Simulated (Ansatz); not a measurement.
A nudged elastic band was laid between two geometries of BClH₂O (5 atoms, charge 0, multiplicity 1).

Method: Ansatz, RKS B3LYP/def2-SVP.

```json
{
 "movable images": "7",
 "climbing image": "yes",
 "spring": "5.0 eV/Å²",
 "optimiser": "quadratic models (default)",
 "start path": "through a guess of the saddle point",
 "force threshold": "0.03 eV/Å",
 "iteration limit": "60",
 "end points": "relaxed"
}
```

Initial state:

```xyz
5
Properties=species:S:1:pos:R:3
B 0.189 -0.116 0.232
H -0.065 -0.090 1.410
Cl 1.860 0.124 -0.284
O -0.739 -0.319 -0.716
H -1.629 -0.445 -0.362
```

Final state:

```xyz
5
Properties=species:S:1:pos:R:3
B -0.642 -0.257 0.254
H 1.451 0.110 0.627
Cl 2.750 0.329 0.677
O -1.836 -0.478 -0.175
H -2.108 -0.551 -1.102
```

(1) Which bonds break or form, and what moves?

(2) Give the energies along the band, and the barrier.

(3) What is the geometry of the highest image?

Results:

(1) Bonds broken: B1–H2, B1–Cl3. Bonds formed: H2–Cl3. BClH2O becomes BHO + ClH.

(2) The forces met the threshold. The highest image is number 3 of 0 to 8, 82.6 kcal/mol above the first end and 5.0 kcal/mol above the last; the last end lies 77.6 kcal/mol above the first. Neighbouring images differ by up to 2.1 eV, so the band resolves the path poorly. A vibrational analysis at the climbing image gives one clearly imaginary mode, 578i cm⁻¹: a first-order saddle point. The orbitals stay closed-shell, which can raise the energy where a bond breaks towards radicals; this wasn't checked here.

| image | path coordinate (Å) | energy (kcal/mol) | B1–H2 (Å) | B1–Cl3 (Å) | H2–Cl3 (Å) |
| --- | --- | --- | --- | --- | --- |
| 0 | 0.00 | 0.0 | 1.21 | 1.76 | 2.57 |
| 1 | 0.51 | 16.6 | 1.17 | 1.87 | 2.24 |
| 2 | 1.01 | 64.8 | 1.17 | 2.26 | 1.94 |
| 3 | 1.52 | 82.6 | 1.34 | 2.63 | 1.61 |
| 4 | 1.98 | 79.8 | 1.76 | 2.97 | 1.36 |
| 5 | 2.45 | 78.6 | 2.00 | 3.25 | 1.33 |
| 6 | 2.92 | 78.1 | 2.11 | 3.39 | 1.32 |
| 7 | 3.38 | 77.8 | 2.16 | 3.47 | 1.32 |
| 8 | 3.85 | 77.6 | 2.16 | 3.47 | 1.32 |

(3) 
```xyz
5
Properties=species:S:1:pos:R:3
B -0.414 -0.155 0.462
H 0.796 0.076 0.995
Cl 2.190 0.142 0.202
O -1.000 -0.390 -0.663
H -1.957 -0.520 -0.715
```

Time of the run: 2.7 min on 1 thread of Arm Neoverse V1, on a shared host, peak memory 0.098 GiB.
